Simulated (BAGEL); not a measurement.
**SiH3F (SiFH3): HF/6-31G(d) (density fitting with qzvpp-jkfit, spherical functions)**

What is the vertical ionisation energy of SiH3F (SiFH3) at HF/6-31G* (density fitting with qzvpp-jkfit, spherical functions)? 

Program for the calculation: BAGEL 1.2.2.

1 further run of the same task is left out (it didn't finish).

## 1. The molecule

The species is SiH3F (5 atoms), meant as a singlet with charge 0. SMILES: `[H][Si]([H])([H])F`. The shape is that of a GFN2-xTB optimisation.

Bond lengths: Si1–F2 1.606 Å, Si1–H3 1.454 Å, Si1–H4 1.454 Å, Si1–H5 1.454 Å. Angles: F2–Si1–H3 105.1°, F2–Si1–H4 105.2°, F2–Si1–H5 105.1°, H3–Si1–H4 113.4°, H3–Si1–H5 113.5°, H4–Si1–H5 113.4°.

## 2. A single-point energy at HF/6-31G(d) (density fitting with qzvpp-jkfit, spherical functions)

Contents of input.json:

```json
{ "bagel" : [

{
  "title" : "molecule",
  "basis" : "6-31gs.json",
  "df_basis" : "qzvpp-jkfit",
  "angstrom" : "true",
  "geometry" : [
    { "atom" : "Si", "xyz" : [      -0.000700,       0.001210,      -0.093590 ] },
    { "atom" : "F", "xyz" : [       0.010860,      -0.019140,       1.511980 ] },
    { "atom" : "H", "xyz" : [       1.400270,       0.011030,      -0.482220 ] },
    { "atom" : "H", "xyz" : [      -0.709280,       1.218920,      -0.453380 ] },
    { "atom" : "H", "xyz" : [      -0.701150,      -1.212020,      -0.482790 ] }
  ]
},

{ "title" : "hf" },

{ "title" : "print", "file" : "orbitals.molden", "orbitals" : "true" }

]}
```

The basis set 6-31G* is read from a file made from the Basis Set Exchange's data (not shown).

On the command line:

```bash
$ BAGEL_NUM_THREADS=1 BAGEL input.json > input.out
```

The program printed:

```text
* using 1 threads per process

  ===============================================================
  ===============================================================

  *** Geometry ***

  { "atom" : "Si", "xyz" : [     -0.001323,      0.002287,     -0.176859 ] },
  { "atom" : "F", "xyz" : [      0.020522,     -0.036169,      2.857228 ] },
  { "atom" : "H", "xyz" : [      2.646127,      0.020844,     -0.911264 ] },
  { "atom" : "H", "xyz" : [     -1.340345,      2.303425,     -0.856764 ] },
  { "atom" : "H", "xyz" : [     -1.324981,     -2.290386,     -0.912341 ] },

  Number of auxiliary basis functions:      259

  Since a DF basis is specified, we compute 2- and 3-index integrals:
    o Being stored without compression. Storage requirement is 0.003 GB

  Number of basis functions:       38
  Number of electrons      :       26

    * METHOD: MOLECULE                             0.14

  *** RHF ***

  === Nuclear Repulsion ===
    63.3395690178

      * DIIS with orbital gradients will be used.

  === RHF iteration (6-31gs.json) ===
      0       -390.02571594          0.03092957           0.01
      1       -390.10408761          0.01911381           0.01
      2       -390.14316875          0.00174592           0.01
      3       -390.14371384          0.00016956           0.01
      4       -390.14371987          0.00002962           0.01
      5       -390.14372006          0.00000431           0.01
      6       -390.14372007          0.00000089           0.01
      7       -390.14372007          0.00000017           0.01
      8       -390.14372007          0.00000005           0.01
      9       -390.14372007          0.00000001           0.01
     10       -390.14372007          0.00000000           0.02
    * SCF iteration converged.

    * Permanent dipole moment:
           (    0.005602,    -0.009783,     0.761243) a.u.

    * METHOD: HF                                   0.29

    * METHOD: PRINT                                0.01

  ===============================================================
```

It took 1.2 s on 1 thread of Intel Xeon at 2.50GHz (Skylake/Cascade Lake), shared host.

## 3. The doublet cation, same level

input.json, as its differences from that of step 2:

```diff
@@ -16,3 +16,3 @@
 
-{ "title" : "hf" },
+{ "title" : "uhf", "charge" : 1, "nopen" : 1 },
```

The basis set 6-31G* is read from a file made from the Basis Set Exchange's data (not shown).

On the command line:

```bash
$ BAGEL_NUM_THREADS=1 BAGEL input.json > input.out
```

The program printed:

```text
* using 1 threads per process

  ===============================================================
  ===============================================================

  *** Geometry ***

  { "atom" : "Si", "xyz" : [     -0.001323,      0.002287,     -0.176859 ] },
  { "atom" : "F", "xyz" : [      0.020522,     -0.036169,      2.857228 ] },
  { "atom" : "H", "xyz" : [      2.646127,      0.020844,     -0.911264 ] },
  { "atom" : "H", "xyz" : [     -1.340345,      2.303425,     -0.856764 ] },
  { "atom" : "H", "xyz" : [     -1.324981,     -2.290386,     -0.912341 ] },

  Number of auxiliary basis functions:      259

  Since a DF basis is specified, we compute 2- and 3-index integrals:
    o Being stored without compression. Storage requirement is 0.003 GB

  Number of basis functions:       38
  Number of electrons      :       26

    * METHOD: MOLECULE                             0.16

  *** Open-shell HF ***

  === Nuclear Repulsion ===
    63.3395690178

      * DIIS with orbital gradients will be used.

  === UHF iteration (6-31gs.json) ===
      0       -389.51003431          0.06785188           0.04
      1       -389.61012701          0.05088028           0.03
      2       -389.64802819          0.03542557           0.05
      3       -389.68196965          0.00244429           0.07
      4       -389.68298679          0.00132548           0.04
      5       -389.68336160          0.00065304           0.03
      6       -389.68348437          0.00017187           0.05
      7       -389.68350327          0.00008369           0.05
      8       -389.68351114          0.00002263           0.04
      9       -389.68351177          0.00001746           0.03
     10       -389.68351199          0.00001208           0.04
     11       -389.68351212          0.00000964           0.05
     12       -389.68351217          0.00000899           0.04
     13       -389.68351222          0.00000873           0.03
     14       -389.68351239          0.00000802           0.03
     15       -389.68351270          0.00000685           0.03
     16       -389.68351296          0.00000574           0.03
     17       -389.68351314          0.00000430           0.03
     18       -389.68351327          0.00000210           0.03
     19       -389.68351329          0.00000090           0.04
     20       -389.68351329          0.00000050           0.03
     21       -389.68351329          0.00000031           0.03
     22       -389.68351329          0.00000019           0.03
     23       -389.68351329          0.00000011           0.05
     24       -389.68351329          0.00000008           0.04
     25       -389.68351329          0.00000007           0.05
     26       -389.68351329          0.00000005           0.04
     27       -389.68351329          0.00000004           0.06
     28       -389.68351329          0.00000003           0.03
     29       -389.68351329          0.00000002           0.05
     30       -389.68351329          0.00000001           0.07
     31       -389.68351329          0.00000000           0.06
    * SCF iteration converged.

    * S^2 (UHF) is 0.7700

    * Permanent dipole moment:
           (    0.394647,    -0.678607,     1.946558) a.u.

    * METHOD: UHF                                  1.46

    * METHOD: PRINT                                0.01

  ===============================================================
```

Wall time 2.1 s (1 thread of Intel Xeon at 2.50GHz (Skylake/Cascade Lake), shared host).

## 4. Outcome

Level: HF/6-31G* (density fitting with qzvpp-jkfit, spherical functions).

| quantity | value |
| --- | --- |
| singlet SiH3F: total energy | -390.14372 Eh |
| singlet SiH3F: dipole moment | 1.94 D |
| singlet SiH3F: HOMO energy | -13.46 eV |
| singlet SiH3F: LUMO energy | 3.35 eV |
| singlet SiH3F: HOMO–LUMO gap | 16.81 eV |
| doublet cation: total energy | -389.68351 Eh |
| doublet cation: ⟨S²⟩ | 0.770 |
| vertical ionisation energy (to the doublet cation) | 12.523 eV |

In words: The vertical ionisation energy comes to 12.52 eV (1208 kJ/mol). −ε(HOMO) before ionisation, 13.46 eV, is 0.94 eV above this ionisation energy.
